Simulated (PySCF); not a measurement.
# F: ionisation energy

F [He] 2s2 2p5 (2P) → F+ [He] 2s2 2p4 (3P), as a difference of total energies. Calculation: PySCF 2.14, in aug-cc-pwCVTZ (7s6p4d2f, 59 functions); the non-relativistic Hamiltonian (point nucleus). Correlated levels: valence: 1s2 frozen; valence and next inner shell: nothing frozen. The calculations carry no spin-orbit coupling.

```
                                method  ionisation energy (eV)
                                   UHF                  15.668
                                   LDA                  17.973
                                   PBE                  17.668
                                  PBE0                  17.459
                                r2SCAN                  17.561
                               r2SCAN0                  17.386
                             CAM-B3LYP                  17.746
                               r2SCANh                  17.490
                                 HSE06                  17.472
                         MP2 (valence)                  17.321
                     SCS-MP2 (valence)                  17.312
    MP2 (valence and next inner shell)                  17.337
SCS-MP2 (valence and next inner shell)                  17.320
```

How much does correlation contribute at MP2 (valence and next inner shell)?

17.337 − (15.668) = 1.669 eV, measured against UHF.

Errors of the correlated levels include the incompleteness of this basis and the frozen core.

For comparison: 17.427 eV (measured; NIST levels, between the centres of gravity of the two terms).
